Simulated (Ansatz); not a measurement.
Relaxation of CH₂MgSi (5 atoms, charge 0, multiplicity 1), to a largest force component of 0.02 eV/Å in at most 50 steps.

Level of theory: Ansatz, RKS B3LYP-D4/def2-SVP.

```xyz
5
Properties=species:S:1:pos:R:3:forces:R:3
Mg -1.334 -0.045 -0.410 -0.14 -0.91 -0.21
C 0.291 -1.372 -0.153 0.74 1.67 0.52
Si 1.346 -0.133 0.384 0.19 0.16 0.08
H -2.740 0.796 -0.692 -0.15 0.21 -0.01
H 0.910 -2.269 -0.124 -0.64 -1.13 -0.39
```

Q: Where does it end, and by what steps?

A: The run converged. After 9 steps the energy has fallen by 0.802 eV; H5 moved furthest, 0.67 Å.

```json
{"step": "0", "energy less start (eV)": "0.0000", "largest force component (eV/Å)": "1.672", "accepted": "yes"}
{"step": "1", "energy less start (eV)": "-0.3994", "largest force component (eV/Å)": "1.359", "accepted": "yes"}
{"step": "2", "energy less start (eV)": "-0.5912", "largest force component (eV/Å)": "1.347", "accepted": "yes"}
{"step": "3", "energy less start (eV)": "-0.5868", "largest force component (eV/Å)": "2.086", "accepted": "no"}
{"step": "4", "energy less start (eV)": "-0.6817", "largest force component (eV/Å)": "0.351", "accepted": "yes"}
{"step": "5", "energy less start (eV)": "-0.7390", "largest force component (eV/Å)": "0.297", "accepted": "yes"}
{"step": "6", "energy less start (eV)": "-0.7913", "largest force component (eV/Å)": "0.498", "accepted": "yes"}
{"step": "7", "energy less start (eV)": "-0.8002", "largest force component (eV/Å)": "0.271", "accepted": "yes"}
{"step": "8", "energy less start (eV)": "-0.8015", "largest force component (eV/Å)": "0.095", "accepted": "yes"}
{"step": "9", "energy less start (eV)": "-0.8020", "largest force component (eV/Å)": "0.008", "accepted": "yes"}
```

```xyz
5
Properties=species:S:1:pos:R:3
Mg -1.193 -0.067 -0.373
C 0.575 -1.244 -0.045
Si 1.548 0.014 0.472
H -2.729 0.538 -0.733
H 0.272 -2.262 -0.315
```

Time of the run: 22 s on 1 thread of Arm Neoverse V1 (shared host), peak memory 0.13 GiB.
